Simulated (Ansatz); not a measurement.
Species: H$_{4}$Si, SMILES `[SiH4]` (charge 0, multiplicity 1), formula H₄Si.

Problem. How many basis functions does frozen-core CCSD(T)/cc-pVQZ // B3LYP-D3(BJ)/def2-TZVP in Ansatz (an electronic-structure program) use, how many core orbitals are frozen, and how many electrons are correlated?

Solution. 179 basis functions and 5 frozen orbitals, which leaves 8 correlated electrons. Core time is of the order of seconds.
